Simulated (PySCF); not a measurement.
Partial charges of `C#C[C+](C)C`

C₅H₇ (charge +1).
Geometry (GFN2-xTB, Å), atoms numbered from 1 in this order:
```
atom  x, y, z in Å
C1     1.588    1.964   -0.027
C2     0.823    1.026   -0.015
C3    -0.038   -0.059    0.001
C4     0.513   -1.396    0.096
C5    -1.468    0.172   -0.080
H6     2.252    2.786   -0.037
H7    -0.063   -2.009    0.795
H8     0.367   -1.894   -0.873
H9     1.575   -1.415    0.334
H10   -1.709    0.911   -0.850
H11   -1.800    0.656    0.849
H12   -2.039   -0.743   -0.218
```

Density: PBE0/pcSseg-1 (PySCF); schemes: Mulliken, IAO, Hirshfeld and ESP-fitted. Geometry: GFN2-xTB; no solvent, vibrations or thermal averaging.

Which atoms carry the lowest charge in the Mulliken, IAO, Hirshfeld and ESP-fitted schemes?

The schemes don't all agree: Mulliken C3 (-0.356); IAO C5 (-0.437); Hirshfeld C5 (-0.065); ESP-fitted C5 (-0.613).

For which atoms does the sign change between the 4 schemes (beyond +0.03 e in one, beyond −0.03 e in another)?

C1, C2 and C3.

Do the Mulliken, IAO, Hirshfeld and ESP-fitted schemes agree on where the charge is highest?

The schemes don't all agree: Mulliken C2 (+0.457); IAO C3 (+0.297); Hirshfeld C3 (+0.222); ESP-fitted C3 (+0.650).

What partial charge does each atom carry?

In e:

```
atom               environment  Mulliken     IAO  Hirshfeld  ESP-fitted
  C1  carbon bonded to C and H    -0.142  +0.024     +0.109      -0.033
  C2      carbon bonded to 2 C    +0.457  -0.030     +0.020      -0.178
  C3      carbon bonded to 3 C    -0.356  +0.297     +0.222      +0.650
  C4             methyl carbon    -0.144  -0.434     -0.063      -0.504
  C5             methyl carbon    -0.158  -0.437     -0.065      -0.613
  H6           alkyne hydrogen    +0.121  +0.264     +0.160      +0.321
  H7           methyl hydrogen    +0.205  +0.219     +0.105      +0.213
  H8           methyl hydrogen    +0.222  +0.237     +0.116      +0.230
  H9           methyl hydrogen    +0.187  +0.203     +0.088      +0.198
 H10           methyl hydrogen    +0.208  +0.223     +0.103      +0.244
 H11           methyl hydrogen    +0.221  +0.238     +0.114      +0.255
 H12           methyl hydrogen    +0.179  +0.195     +0.091      +0.217
```

Mean size of the charges over all atoms: ESP-fitted 0.305 e, IAO 0.233 e, Mulliken 0.217 e, Hirshfeld 0.105 e. Each set sums to the total charge, 1, to within 0.001 e. The ESP scheme is a least-squares fit of atom-centred charges to the potential on four shells outside the van der Waals surface, with the total charge fixed.

How closely do the schemes follow one another over all atoms?

Correlation coefficient and root-mean-square difference: Hirshfeld with ESP-fitted 0.97, 0.267 e; IAO with ESP-fitted 0.96, 0.126 e; IAO with Hirshfeld 0.92, 0.179 e; Mulliken with IAO 0.34, 0.270 e; Mulliken with ESP-fitted 0.10, 0.388 e; Mulliken with Hirshfeld -0.01, 0.236 e.

Sum the charges by element.

```csv
element,atoms,Mulliken,IAO,Hirshfeld,ESP-fitted
C,5,-0.343,-0.580,+0.222,-0.678
H,7,+1.344,+1.580,+0.778,+1.679
```

These values come from a run that also computed NMR shieldings. Hardware: one thread of an x86-64 server, on a shared host. Cost: 12 s.
